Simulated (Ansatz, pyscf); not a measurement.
`[OH2]` + `[BH]=[O]` -> `[OH][BH][OH]`, an addition across a multiple bond or ene-type step on the singlet surface: H–O broken, B–O, H–O formed. PySCF, gas phase, ωB97X-D3(BJ)/def2-SVP geometries. Wave-function energies: Ansatz (a program for electronic structure), frozen core, RHF or UHF references. In kJ/mol, from the separated reactants.

Cost: rough CPU time of the saddle's run relative to CCSD(T)/cc-pV(D+d)Z, from one job on a shared machine, with the HF step and its search for lower states.

| level | barrier | reaction energy | cost |
|---|---|---|---|
| PBE0-D3(BJ)/def2-TZVP | 20.84 | -203.30 | – |
| B3LYP-D3(BJ)/def2-TZVP | 39.90 | -186.24 | – |
| CCSD(T)/cc-pV(D+d)Z | 51.82 | -175.82 | 1 |
| CCSDT(Q)/cc-pV(D+d)Z | 51.80 | -174.45 | 73 |
| CCSD(T)/cc-pV(T+d)Z | 43.36 | -186.56 | 7 |
| CCSD(T)/cc-pV(Q+d)Z | 47.86 | -183.17 | – |

In cc-pV(D+d)Z, going from CCSD(T) to CCSDT(Q) shifts the barrier by -0.02 and the reaction energy by +1.37 kJ/mol. With HF in the quadruple-zeta basis and the correlation energy extrapolated as X⁻³ from X = 3, 4, CCSD(T) gives 48.19 and -182.97; adding the double-zeta shift gives ΔE‡ = 48.17 and ΔE = -181.61 kJ/mol, without core correlation, relativity or geometry relaxation at these levels. On the reactant side the descent ends in a complex, 19.66 kJ/mol under the separated species and 55.99 kJ/mol under the saddle at ωB97X-D3(BJ)/def2-TZVP. The reactants may also form a dative adduct at HB=O; it and routes through it were not searched. At ωB97X-D3(BJ)/def2-TZVP the barrier from the zero used here is 36.33 kJ/mol. One saddle was located; it need not be the lowest between these sides.
